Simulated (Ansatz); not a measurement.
bcc W was calculated with revPBE in Ansatz (plane waves, PAW).

Settings: plane-wave cutoff 520 eV, 28×28×28 k mesh, Fermi–Dirac smearing 0.087 eV (set by the program), no spin polarisation, scalar-relativistic PAW data made under PBE.

Cell (relaxed at this level):

```cif
data_W
_chemical_formula_sum 'W1'
_space_group_name_H-M_alt 'P 1'
_space_group_IT_number 1
_cell_length_a 2.76523
_cell_length_b 2.76523
_cell_length_c 2.76523
_cell_angle_alpha 109.471
_cell_angle_beta 109.471
_cell_angle_gamma 109.471
loop_
_space_group_symop_operation_xyz
  'x, y, z'
loop_
_atom_site_label
_atom_site_type_symbol
_atom_site_fract_x
_atom_site_fract_y
_atom_site_fract_z
_atom_site_occupancy
W1 W 0.00000 0.00000 0.00000 1
```

### Question
Estimate the elastic constant C11, elastic constant C44, Voigt–Reuss–Hill bulk modulus, polycrystal shear modulus (Hill average) and elastic constant C12 that the calculation returns.

### Answer

- elastic constant C11 = 503 GPa
- elastic constant C44 = 137 GPa
- Voigt–Reuss–Hill bulk modulus = 296 GPa
- polycrystal shear modulus (Hill average) = 144 GPa
- elastic constant C12 = 192 GPa

Measured, for comparison: elastic constant C11 533 GPa, elastic constant C44 163 GPa, elastic constant C12 205 GPa (0 K, extrapolated to 0 K; zero-point effects included; as tabulated in Wang et al. (2022), arXiv:2209.12322). Computed (rounded) less measured: elastic constant C11 -6 %, elastic constant C44 -16 %, elastic constant C12 -6 %.

Note: shear constants of such metals converge slowly with the k mesh.

Elastic constants are with the ions relaxed.

Spin–orbit coupling is not included.

Computing time: about 2.6 core-minutes (a rough figure).

Ansatz is a quantum-chemistry and plane-wave program.
